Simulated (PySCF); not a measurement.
# SiH2: relaxation and vibrations of the triplet

Where does triplet SiH2 go from a linear start, is the end point a minimum, and what are its modes, charges and moments?

Computed with PySCF 2.14.0. Level: PBE0, basis Si def2-TZVP, H def2-TZVP, no relativity, density fitting.

## 1. Starting geometry

3 atoms, charge 0, spin multiplicity 3.

Bond lengths: Si1–H2 1.480 Å, Si1–H3 1.480 Å. Angles: H2–Si1–H3 180.0°.

```xyz
3
charge 0 multiplicity 3
Si    0.0000    0.0000    0.0000
H     0.0000    0.0000    1.4800
H     0.0000    0.0000   -1.4800
```

## 2. The SCF at the typed geometry

One driver script runs all steps and calls PySCF; scf.py shows how it sets up the SCF of each step. The optimiser is the driver's own. After this first run the driver tries any further starts and a stability analysis.

File scf.py:

```python
from pyscf import gto, scf, dft
mol = gto.M(atom='''
Si     0.000000     0.000000     0.000000
H      0.000000     0.000000     1.480000
H      0.000000     0.000000    -1.480000''',
    basis={'Si': 'def2-TZVP', 'H': 'def2-TZVP'},
    charge=0, spin=2)
mf = dft.UKS(mol, xc='PBE0')
mf.grids.atom_grid = (50, 194)
aux = {'Si': 'def2-universal-JKFIT', 'H': 'def2-universal-JKFIT'}
mf = mf.density_fit(auxbasis=aux)
mf.conv_tol = 1e-08
mf.diis_space = 10
mf.max_cycle = 60
mf.init_guess = 'minao'
mf.verbose = 4
mf.kernel()
```

On the command line:

```bash
> OMP_NUM_THREADS=2 python axn.py task.json out
```

After this run come: Relaxation: linear start, triplet; Vibrations and properties at this point; Leaving the saddle point; Is it a minimum? Harmonic modes.

Q: Predict the outcome of this session. Wanted: minimum; geometry; wavenumbers; dipole moment; highest occupied, lowest empty level; polar-tensor charge of Si1; zero-point energy; atomisation energy; ⟨S²⟩.

**Answer**, as computed:

| quantity | value |
| --- | --- |
| minimum | triplet, C2v |
| geometry | Si–H 1.486 Å (×2); H–Si–H 118.7° |
| wavenumbers (cm⁻¹) | 882 (a1), 2182 (a1), 2247 (b2) |
| dipole moment | 0.04 D |
| highest occupied, lowest empty level (either spin) | -5.76, -3.21 eV |
| polar-tensor charge of Si1 | +0.22 e |
| zero-point energy | 31.8 kJ/mol |
| entropy at 298.15 K | 215.2 J/(mol K) |
| atomisation energy (no zero-point energy) | 553 kJ/mol |
| ⟨S²⟩ | 2.003 |

From D∞h at the start the molecule goes to a C2v minimum, after a stop at a second-order saddle point 93.3 kJ/mol higher, from which it was pushed off along an imaginary mode. The strongest infrared band lies at 2247 cm⁻¹ (b2, stretch). Most of the spin sits on Si1 (Mulliken spin 1.89, against 2 for the whole molecule). Only this shape and spin were tried, so other structures or states may lie lower.
